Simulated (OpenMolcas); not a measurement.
# C3H3 (SMILES [CH]=C=C): the vertical ionisation energy from total energies

C3H3 has 6 atoms, charge 0, and is taken as a doublet. As SMILES, `[CH]=C=C`. Geometry: relaxed at PBE0-D4/def2-TZVP.

| atom | x (Å) | y (Å) | z (Å) |
| --- | --- | --- | --- |
| C | -1.2974 | -0.3720 | -0.6607 |
| C | -0.2433 | -0.0698 | -0.1240 |
| C | 0.9337 | 0.2678 | 0.4753 |
| H | -2.2160 | -0.6357 | -1.1281 |
| H | 1.8651 | 0.2344 | -0.0758 |
| H | 0.9580 | 0.5754 | 1.5132 |

Both states at this one shape; open shells run unrestricted unless said. 1 Eh = 27.2114 eV.

```tsv
level	program	doublet C3H3 (Eh)	singlet [C3H3]+ (Eh)
U-revPBE/def2-SVPD	OpenMolcas	-115.892172	-115.575791
UB3LYP/6-31G* (spherical functions)	OpenMolcas	-115.998461	-115.688036
UPBE0/def2-SVPD	OpenMolcas	-115.772858	-115.449545
```

Problem. Work out the vertical ionisation energy at each level.

Solution. 
1. U-revPBE/def2-SVPD: -115.575791 − (-115.892172) = 0.316381 Eh = 8.61 eV.
2. UB3LYP/6-31G* (spherical functions): -115.688036 − (-115.998461) = 0.310425 Eh = 8.45 eV.
3. UPBE0/def2-SVPD: -115.449545 − (-115.772858) = 0.323313 Eh = 8.80 eV.

No measured value is set beside it here; the levels span 8.45 to 8.80 eV.
